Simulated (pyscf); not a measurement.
Thermochemistry of product channels of H₃Si–Si•(SiH₃)–SiH₃ (SMILES [SiH3][Si]([SiH3])[SiH3]) + F–C(F)(F)–F (SMILES FC(F)(F)F) on the doublet surface, in kJ/mol, from ωB97M-D3(BJ)/def2-TZVP energies (ideal gas, 1 atm, RRHO with modes under 100 cm⁻¹ raised to 100, one conformer, R ln 2 for chiral ones without a mode under 150 cm⁻¹). Structures and frequencies: ωB97X-D3(BJ)/def2-SVP in PySCF.

```csv
products,ΔE,ΔH(298 K),ΔG(298 K),ΔG(1200 K)
F–Si(SiH₃)(SiH₃)–SiH₃ (SMILES F[Si]([SiH3])([SiH3])[SiH3]) + F–C•(F)–F (SMILES F[C](F)F),-24.5,-28.6,-35.3,-59.2
F–C(F)(F)–Si(SiH₃)(SiH₃)–SiH₃ (SMILES FC(F)(F)[Si]([SiH3])([SiH3])[SiH3]) + F• (SMILES [F]),(withheld),+212.8,+222.7,(withheld)
```

### Question
What belongs in the gaps?

### Answer

- F–C(F)(F)–Si(SiH₃)(SiH₃)–SiH₃ (SMILES FC(F)(F)[Si]([SiH3])([SiH3])[SiH3]) + F• (SMILES [F]), ΔE: +214.6
- F–C(F)(F)–Si(SiH₃)(SiH₃)–SiH₃ (SMILES FC(F)(F)[Si]([SiH3])([SiH3])[SiH3]) + F• (SMILES [F]), ΔG(1200 K): +238.5

These are energies of the channels, which say nothing of barriers. F–C(F)(F)–Si(SiH₃)(SiH₃)–SiH₃ lies 95.6 kJ/mol over its isomer F–C(F)(SiH₃)–Si(F)(SiH₃)–SiH₃ (electronic energy, ωB97M-D3(BJ)). Left out: orbital degeneracy and the spin-orbit lowering of F.
